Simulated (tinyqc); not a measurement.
Inside a calculation (part 2 of 3). Method: UHF in the sto-6g basis, for LiH+, spin multiplicity 2. Computed by tinyqc, a small Python program that keeps every step (integrals from PySCF). Command: `OMP_NUM_THREADS=1 python tinyqc.py 26767 26768 out.jsonl` (the two numbers bound the seeds that draw the settings). One thread of a shared host (Intel(R) Xeon(R) Processor @ 2.60GHz), about 0.2 s of CPU time with the checks.

Geometry (angstrom):
```
atom         x         y         z
Li    0.000000  0.000000  0.000000
H     0.000000  0.000000  1.992000
```

## Iteration 2: diagonalisation and new density

extrapolated F(alpha) (hartree), order 1Li 1s, 1Li 2s, 1Li 2px, 1Li 2py, 1Li 2pz, 2H 1s:
```
[[-2.757760, -0.699578, 0.000000, 0.000000, -0.000507, -0.090328],
 [-0.699578, -0.417994, 0.000000, 0.000000, -0.108286, -0.327380],
 [0.000000, 0.000000, -0.095287, 0.000000, 0.000000, 0.000000],
 [0.000000, 0.000000, 0.000000, -0.095287, 0.000000, 0.000000],
 [-0.000507, -0.108286, 0.000000, 0.000000, -0.237128, -0.416587],
 [-0.090328, -0.327380, 0.000000, 0.000000, -0.416587, -0.724549]]
```

extrapolated F(beta) (hartree), order 1Li 1s, 1Li 2s, 1Li 2px, 1Li 2py, 1Li 2pz, 2H 1s:
```
[[-2.754674, -0.698747, 0.000000, 0.000000, 0.000423, -0.088094],
 [-0.698747, -0.344743, 0.000000, 0.000000, -0.010380, -0.133269],
 [0.000000, 0.000000, -0.087314, 0.000000, 0.000000, 0.000000],
 [0.000000, 0.000000, 0.000000, -0.087314, 0.000000, 0.000000],
 [0.000423, -0.010380, 0.000000, 0.000000, -0.107209, -0.142086],
 [-0.088094, -0.133269, 0.000000, 0.000000, -0.142086, -0.036407]]
```

X, order 1Li 1s, 1Li 2s, 1Li 2px, 1Li 2py, 1Li 2pz, 2H 1s:
```
[[1.022327, -0.127018, 0.000000, 0.000000, -0.006583, 0.016753],
 [-0.127018, 1.067176, 0.000000, 0.000000, 0.061759, -0.188308],
 [0.000000, 0.000000, 1.000000, 0.000000, 0.000000, 0.000000],
 [0.000000, 0.000000, 0.000000, 1.000000, 0.000000, 0.000000],
 [-0.006583, 0.061759, 0.000000, 0.000000, 1.083930, -0.256850],
 [0.016753, -0.188308, 0.000000, 0.000000, -0.256850, 1.127870]]
```

D(alpha) after iteration 1, order 1Li 1s, 1Li 2s, 1Li 2px, 1Li 2py, 1Li 2pz, 2H 1s:
```
[[0.993383, 0.007756, 0.000000, 0.000000, -0.028855, -0.067279],
 [0.007756, 0.060056, 0.000000, 0.000000, 0.081606, 0.173673],
 [0.000000, 0.000000, 0.000000, 0.000000, 0.000000, 0.000000],
 [0.000000, 0.000000, 0.000000, 0.000000, 0.000000, 0.000000],
 [-0.028855, 0.081606, 0.000000, 0.000000, 0.114653, 0.233505],
 [-0.067279, 0.173673, 0.000000, 0.000000, 0.233505, 0.529679]]
```

D(beta) after iteration 1, order 1Li 1s, 1Li 2s, 1Li 2px, 1Li 2py, 1Li 2pz, 2H 1s:
```
[[0.985477, 0.029414, 0.000000, 0.000000, 0.001318, -0.003797],
 [0.029414, 0.000936, 0.000000, 0.000000, 0.000040, -0.000119],
 [0.000000, 0.000000, 0.000000, 0.000000, 0.000000, 0.000000],
 [0.000000, 0.000000, 0.000000, 0.000000, 0.000000, 0.000000],
 [0.001318, 0.000040, 0.000000, 0.000000, 0.000002, -0.000005],
 [-0.003797, -0.000119, 0.000000, 0.000000, -0.000005, 0.000015]]
```

overlap S, order 1Li 1s, 1Li 2s, 1Li 2px, 1Li 2py, 1Li 2pz, 2H 1s:
```
[[1.000000, 0.235742, 0.000000, 0.000000, 0.000000, 0.029154],
 [0.235742, 1.000000, 0.000000, 0.000000, 0.000000, 0.303397],
 [0.000000, 0.000000, 1.000000, 0.000000, 0.000000, 0.000000],
 [0.000000, 0.000000, 0.000000, 1.000000, 0.000000, 0.000000],
 [0.000000, 0.000000, 0.000000, 0.000000, 1.000000, 0.422070],
 [0.029154, 0.303397, 0.000000, 0.000000, 0.422070, 1.000000]]
```

Diagonalise F' = X^T F X, C = X C', fill 2 alpha and 1 beta electrons from the bottom; D(s) = C_occ C_occ^T; the new density keeps 0.3 of the old one (damping). Each column has its largest component positive (the first on a tie).

F' = X^T F X (alpha) (hartree):
```
[[-2.709334, -0.352854, 0.000000, 0.000000, 0.000724, 0.009951],
 [-0.352854, -0.234790, 0.000000, 0.000000, -0.013849, -0.192399],
 [0.000000, 0.000000, -0.095287, 0.000000, 0.000000, 0.000000],
 [0.000000, 0.000000, 0.000000, -0.095287, 0.000000, 0.000000],
 [0.000724, -0.013849, 0.000000, 0.000000, -0.099996, -0.271053],
 [0.009951, -0.192399, 0.000000, 0.000000, -0.271053, -0.581974]]
```

orbital energies (alpha) (hartree): [-2.758799, -0.760877, -0.151459, -0.095287, -0.095287, 0.045042]

coefficients C (alpha), order 1Li 1s, 1Li 2s, 1Li 2px, 1Li 2py, 1Li 2pz, 2H 1s:
```
[[0.994825, -0.076049, -0.237169, 0.000000, 0.000000, -0.099495],
 [0.021194, 0.181585, 0.957494, 0.000000, 0.000000, 0.494019],
 [0.000000, 0.000000, 0.000000, 0.567446, 0.823411, 0.000000],
 [0.000000, 0.000000, 0.000000, 0.823411, -0.567446, 0.000000],
 [0.001402, 0.190705, -0.378535, 0.000000, 0.000000, 1.032025],
 [-0.000985, 0.840889, -0.201707, 0.000000, 0.000000, -0.791216]]
```

F' = X^T F X (beta) (hartree):
```
[[-2.705602, -0.357581, 0.000000, 0.000000, -0.004799, -0.001175],
 [-0.357581, -0.198048, 0.000000, 0.000000, 0.030674, -0.110656],
 [0.000000, 0.000000, -0.087314, 0.000000, 0.000000, 0.000000],
 [0.000000, 0.000000, 0.000000, -0.087314, 0.000000, 0.000000],
 [-0.004799, 0.030674, 0.000000, 0.000000, -0.047578, -0.152364],
 [-0.001175, -0.110656, 0.000000, 0.000000, -0.152364, 0.072621]]
```

orbital energies (beta) (hartree): [-2.755694, -0.203409, -0.128806, -0.087314, -0.087314, 0.209301]

coefficients C (beta), order 1Li 1s, 1Li 2s, 1Li 2px, 1Li 2py, 1Li 2pz, 2H 1s:
```
[[0.994904, -0.211554, 0.137215, 0.000000, 0.000000, 0.090506],
 [0.021159, 0.788242, -0.570371, 0.000000, 0.000000, -0.497168],
 [0.000000, 0.000000, 0.000000, 0.483664, 0.875254, 0.000000],
 [0.000000, 0.000000, 0.000000, 0.875254, -0.483664, 0.000000],
 [0.001097, 0.277114, 0.745673, 0.000000, 0.000000, -0.782248],
 [-0.003044, 0.326968, 0.251741, 0.000000, 0.000000, 1.097047]]
```

D(alpha) after iteration 2, order 1Li 1s, 1Li 2s, 1Li 2px, 1Li 2py, 1Li 2pz, 2H 1s:
```
[[0.994838, 0.007419, 0.000000, 0.000000, -0.017832, -0.065634],
 [0.007419, 0.041413, 0.000000, 0.000000, 0.048743, 0.158973],
 [0.000000, 0.000000, 0.000000, 0.000000, 0.000000, 0.000000],
 [0.000000, 0.000000, 0.000000, 0.000000, 0.000000, 0.000000],
 [-0.017832, 0.048743, 0.000000, 0.000000, 0.059855, 0.182304],
 [-0.065634, 0.158973, 0.000000, 0.000000, 0.182304, 0.653870]]
```

D(beta) after iteration 2, order 1Li 1s, 1Li 2s, 1Li 2px, 1Li 2py, 1Li 2pz, 2H 1s:
```
[[0.988527, 0.023560, 0.000000, 0.000000, 0.001160, -0.003259],
 [0.023560, 0.000594, 0.000000, 0.000000, 0.000028, -0.000081],
 [0.000000, 0.000000, 0.000000, 0.000000, 0.000000, 0.000000],
 [0.000000, 0.000000, 0.000000, 0.000000, 0.000000, 0.000000],
 [0.001160, 0.000028, 0.000000, 0.000000, 0.000001, -0.000004],
 [-0.003259, -0.000081, 0.000000, 0.000000, -0.000004, 0.000011]]
```

Within a degenerate level the vectors are fixed only up to a rotation; this is one choice.

## Iteration 3: building the Fock matrix

core Hamiltonian H = T + V (hartree), order 1Li 1s, 1Li 2s, 1Li 2px, 1Li 2py, 1Li 2pz, 2H 1s:
```
[[-4.716053, -1.001708, 0.000000, 0.000000, -0.010980, -0.126588],
 [-1.001708, -1.343928, 0.000000, 0.000000, -0.099310, -0.480175],
 [0.000000, 0.000000, -1.104701, 0.000000, 0.000000, 0.000000],
 [0.000000, 0.000000, 0.000000, -1.104701, 0.000000, 0.000000],
 [-0.010980, -0.099310, 0.000000, 0.000000, -1.181775, -0.635055],
 [-0.126588, -0.480175, 0.000000, 0.000000, -0.635055, -1.267595]]
```

Two-electron integrals (ij|kl) in chemists' order, unique and non-zero (hartree):
```
(11|11) 1.681247   (21|11) 0.242603   (21|21) 0.044507   (22|11) 0.397190
(22|21) 0.090279   (22|22) 0.290625   (31|31) 0.009437   (32|31) 0.014261
(32|32) 0.064236   (33|11) 0.397190   (33|21) 0.090279   (33|22) 0.290625
(33|33) 0.313125   (41|41) 0.009437   (42|41) 0.014261   (42|42) 0.064236
(43|43) 0.016875   (44|11) 0.397190   (44|21) 0.090279   (44|22) 0.290625
(44|33) 0.279374   (44|44) 0.313125   (51|51) 0.009437   (52|51) 0.014261
(52|52) 0.064236   (53|53) 0.016875   (54|54) 0.016875   (55|11) 0.397190
(55|21) 0.090279   (55|22) 0.290625   (55|33) 0.279374   (55|44) 0.279374
(55|55) 0.313125   (61|11) 0.029535   (61|21) 0.005330   (61|22) 0.011015
(61|33) 0.010856   (61|44) 0.010856   (61|51) 0.000717   (61|52) 0.001487
(61|55) 0.011331   (61|61) 0.000708   (62|11) 0.098310   (62|21) 0.022790
(62|22) 0.081234   (62|33) 0.076715   (62|44) 0.076715   (62|51) 0.003786
(62|52) 0.024932   (62|55) 0.090270   (62|61) 0.003354   (62|62) 0.041880
(63|31) 0.001602   (63|32) 0.008067   (63|53) 0.003465   (63|63) 0.002446
(64|41) 0.001602   (64|42) 0.008067   (64|54) 0.003465   (64|64) 0.002446
(65|11) 0.128939   (65|21) 0.030126   (65|22) 0.110531   (65|33) 0.102941
(65|44) 0.102941   (65|51) 0.005891   (65|52) 0.038628   (65|55) 0.125711
(65|61) 0.004589   (65|62) 0.061915   (65|65) 0.092356   (66|11) 0.265458
(66|21) 0.062488   (66|22) 0.245200   (66|33) 0.224100   (66|44) 0.224100
(66|51) 0.010793   (66|52) 0.090685   (66|55) 0.287401   (66|61) 0.009552
(66|62) 0.164207   (66|65) 0.250379   (66|66) 0.774999
```

nuclear repulsion = 0.79695363 hartree

J_ij = sum D_kl (ij|kl) with D = D(alpha) + D(beta), K_ij = sum D_kl (ik|jl) for each spin; F = H + J - K(s); E = tr D H + tr D J / 2 - 0.5 sum_s tr D(s) K(s) + E_nn.

Coulomb J (hartree), order 1Li 1s, 1Li 2s, 1Li 2px, 1Li 2py, 1Li 2pz, 2H 1s:
```
[[3.637777, 0.551475, 0.000000, 0.000000, 0.011386, 0.069058],
 [0.551475, 1.047898, 0.000000, 0.000000, 0.086889, 0.350311],
 [0.000000, 0.000000, 1.029248, 0.000000, 0.000000, 0.000000],
 [0.000000, 0.000000, 0.000000, 1.029248, 0.000000, 0.000000],
 [0.011386, 0.086889, 0.000000, 0.000000, 1.085203, 0.489772],
 [0.069058, 0.350311, 0.000000, 0.000000, 0.489772, 1.215271]]
```

exchange K(alpha) (hartree), order 1Li 1s, 1Li 2s, 1Li 2px, 1Li 2py, 1Li 2pz, 2H 1s:
```
[[1.677118, 0.250946, 0.000000, 0.000000, 0.000500, 0.032836],
 [0.250946, 0.120809, 0.000000, 0.000000, 0.098725, 0.193775],
 [0.000000, 0.000000, 0.018487, 0.000000, 0.000000, 0.000000],
 [0.000000, 0.000000, 0.000000, 0.018487, 0.000000, 0.000000],
 [0.000500, 0.098725, 0.000000, 0.000000, 0.148734, 0.271481],
 [0.032836, 0.193775, 0.000000, 0.000000, 0.271481, 0.662882]]
```

exchange K(beta) (hartree), order 1Li 1s, 1Li 2s, 1Li 2px, 1Li 2py, 1Li 2pz, 2H 1s:
```
[[1.673223, 0.249939, 0.000000, 0.000000, 0.000049, 0.030930],
 [0.249939, 0.048262, 0.000000, 0.000000, 0.000010, 0.005917],
 [0.000000, 0.000000, 0.010027, 0.000000, 0.000000, 0.000000],
 [0.000000, 0.000000, 0.000000, 0.010027, 0.000000, 0.000000],
 [0.000049, 0.000010, 0.000000, 0.000000, 0.009995, 0.000810],
 [0.030930, 0.005917, 0.000000, 0.000000, 0.000810, 0.000815]]
```

F(alpha) (hartree), order 1Li 1s, 1Li 2s, 1Li 2px, 1Li 2py, 1Li 2pz, 2H 1s:
```
[[-2.755393, -0.701179, 0.000000, 0.000000, -0.000095, -0.090366],
 [-0.701179, -0.416838, 0.000000, 0.000000, -0.111145, -0.323639],
 [0.000000, 0.000000, -0.093941, 0.000000, 0.000000, 0.000000],
 [0.000000, 0.000000, 0.000000, -0.093941, 0.000000, 0.000000],
 [-0.000095, -0.111145, 0.000000, 0.000000, -0.245307, -0.416763],
 [-0.090366, -0.323639, 0.000000, 0.000000, -0.416763, -0.715206]]
```

F(beta) (hartree), order 1Li 1s, 1Li 2s, 1Li 2px, 1Li 2py, 1Li 2pz, 2H 1s:
```
[[-2.751499, -0.700172, 0.000000, 0.000000, 0.000357, -0.088461],
 [-0.700172, -0.344292, 0.000000, 0.000000, -0.012430, -0.135782],
 [0.000000, 0.000000, -0.085481, 0.000000, 0.000000, 0.000000],
 [0.000000, 0.000000, 0.000000, -0.085481, 0.000000, 0.000000],
 [0.000357, -0.012430, 0.000000, 0.000000, -0.106567, -0.146093],
 [-0.088461, -0.135782, 0.000000, 0.000000, -0.146093, -0.053139]]
```

total energy of this density = -7.70569827 hartree

This density is a damped mixture and is not idempotent.

## Iteration 3: DIIS over 3 matrices

error matrix X^T (FDS - SDF) X (alpha):
```
[[0.000000, -0.003469, 0.000000, 0.000000, 0.001474, -0.000656],
 [0.003469, 0.000000, 0.000000, 0.000000, -0.002140, 0.011380],
 [0.000000, 0.000000, 0.000000, 0.000000, 0.000000, 0.000000],
 [0.000000, 0.000000, 0.000000, 0.000000, 0.000000, 0.000000],
 [-0.001474, 0.002140, 0.000000, 0.000000, 0.000000, 0.021031],
 [0.000656, -0.011380, 0.000000, 0.000000, -0.021031, 0.000000]]
```

B (overlaps of the stored error matrices):
```
[[3.7246523e-02, 1.9974656e-02, 6.5156406e-03],
 [1.9974656e-02, 1.0874755e-02, 3.6017786e-03],
 [6.5156406e-03, 3.6017786e-03, 1.2135645e-03]]
```

Minimise |sum c_i e_i|^2 with sum c_i = 1: solve [B -1; -1 0][c; lambda] = [0; -1] with B_ij = tr e_i^T e_j summed over both spins, and take F = sum c_i F_i.

DIIS coefficients: [0.327104, -1.230258, 1.903154]

extrapolated F(alpha) (hartree), order 1Li 1s, 1Li 2s, 1Li 2px, 1Li 2py, 1Li 2pz, 2H 1s:
```
[[-2.759949, -0.701435, 0.000000, 0.000000, -0.000331, -0.090175],
 [-0.701435, -0.413679, 0.000000, 0.000000, -0.103439, -0.319966],
 [0.000000, 0.000000, -0.095171, 0.000000, 0.000000, 0.000000],
 [0.000000, 0.000000, 0.000000, -0.095171, 0.000000, 0.000000],
 [-0.000331, -0.103439, 0.000000, 0.000000, -0.236076, -0.410345],
 [-0.090175, -0.319966, 0.000000, 0.000000, -0.410345, -0.722138]]
```

extrapolated F(beta) (hartree), order 1Li 1s, 1Li 2s, 1Li 2px, 1Li 2py, 1Li 2pz, 2H 1s:
```
[[-2.756680, -0.700755, 0.000000, 0.000000, 0.000271, -0.088461],
 [-0.700755, -0.345977, 0.000000, 0.000000, -0.011408, -0.133397],
 [0.000000, 0.000000, -0.087934, 0.000000, 0.000000, 0.000000],
 [0.000000, 0.000000, 0.000000, -0.087934, 0.000000, 0.000000],
 [0.000271, -0.011408, 0.000000, 0.000000, -0.107373, -0.141981],
 [-0.088461, -0.133397, 0.000000, 0.000000, -0.141981, -0.033582]]
```

## Iteration 3: diagonalisation and new density

As before.

F' = X^T F X (alpha) (hartree):
```
[[-2.711091, -0.354985, 0.000000, 0.000000, 0.000428, 0.009560],
 [-0.354985, -0.231800, 0.000000, 0.000000, -0.011238, -0.185345],
 [0.000000, 0.000000, -0.095171, 0.000000, 0.000000, 0.000000],
 [0.000000, 0.000000, 0.000000, -0.095171, 0.000000, 0.000000],
 [0.000428, -0.011238, 0.000000, 0.000000, -0.101647, -0.264245],
 [0.009560, -0.185345, 0.000000, 0.000000, -0.264245, -0.584966]]
```

orbital energies (alpha) (hartree): [-2.761043, -0.754469, -0.151880, -0.095171, -0.095171, 0.037888]

coefficients C (alpha), order 1Li 1s, 1Li 2s, 1Li 2px, 1Li 2py, 1Li 2pz, 2H 1s:
```
[[0.994690, -0.073343, -0.237960, 0.000000, 0.000000, -0.100986],
 [0.021773, 0.170231, 0.957481, 0.000000, 0.000000, 0.498047],
 [0.000000, 0.000000, 0.000000, 0.464787, 0.885422, 0.000000],
 [0.000000, 0.000000, 0.000000, 0.885422, -0.464787, 0.000000],
 [0.001421, 0.184479, -0.379851, 0.000000, 0.000000, 1.032672],
 [-0.001333, 0.849214, -0.193449, 0.000000, 0.000000, -0.784356]]
```

F' = X^T F X (beta) (hartree):
```
[[-2.707208, -0.359313, 0.000000, 0.000000, -0.004848, -0.001197],
 [-0.359313, -0.198944, 0.000000, 0.000000, 0.029576, -0.110889],
 [0.000000, 0.000000, -0.087934, 0.000000, 0.000000, 0.000000],
 [0.000000, 0.000000, 0.000000, -0.087934, 0.000000, 0.000000],
 [-0.004848, 0.029576, 0.000000, 0.000000, -0.047779, -0.152779],
 [-0.001197, -0.110889, 0.000000, 0.000000, -0.152779, 0.076053]]
```

orbital energies (beta) (hartree): [-2.757764, -0.203742, -0.127951, -0.087934, -0.087934, 0.211578]

coefficients C (beta), order 1Li 1s, 1Li 2s, 1Li 2px, 1Li 2py, 1Li 2pz, 2H 1s:
```
[[0.994743, -0.212425, 0.137373, 0.000000, 0.000000, 0.090001],
 [0.021804, 0.790253, -0.569674, 0.000000, 0.000000, -0.494741],
 [0.000000, 0.000000, 0.000000, 0.626505, 0.779418, 0.000000],
 [0.000000, 0.000000, 0.000000, 0.779418, -0.626505, 0.000000],
 [0.001202, 0.281189, 0.747286, 0.000000, 0.000000, -0.779249],
 [-0.003137, 0.321944, 0.249084, 0.000000, 0.000000, 1.099137]]
```

D(alpha) after iteration 3, order 1Li 1s, 1Li 2s, 1Li 2px, 1Li 2py, 1Li 2pz, 2H 1s:
```
[[0.994802, 0.008646, 0.000000, 0.000000, -0.013832, -0.064217],
 [0.008646, 0.033041, 0.000000, 0.000000, 0.036627, 0.148865],
 [0.000000, 0.000000, 0.000000, 0.000000, 0.000000, 0.000000],
 [0.000000, 0.000000, 0.000000, 0.000000, 0.000000, 0.000000],
 [-0.013832, 0.036627, 0.000000, 0.000000, 0.041781, 0.164353],
 [-0.064217, 0.148865, 0.000000, 0.000000, 0.164353, 0.700977]]
```

D(beta) after iteration 3, order 1Li 1s, 1Li 2s, 1Li 2px, 1Li 2py, 1Li 2pz, 2H 1s:
```
[[0.989218, 0.022251, 0.000000, 0.000000, 0.001185, -0.003162],
 [0.022251, 0.000511, 0.000000, 0.000000, 0.000027, -0.000072],
 [0.000000, 0.000000, 0.000000, 0.000000, 0.000000, 0.000000],
 [0.000000, 0.000000, 0.000000, 0.000000, 0.000000, 0.000000],
 [0.001185, 0.000027, 0.000000, 0.000000, 0.000001, -0.000004],
 [-0.003162, -0.000072, 0.000000, 0.000000, -0.000004, 0.000010]]
```

Within a degenerate level the vectors are fixed only up to a rotation; this is one choice.
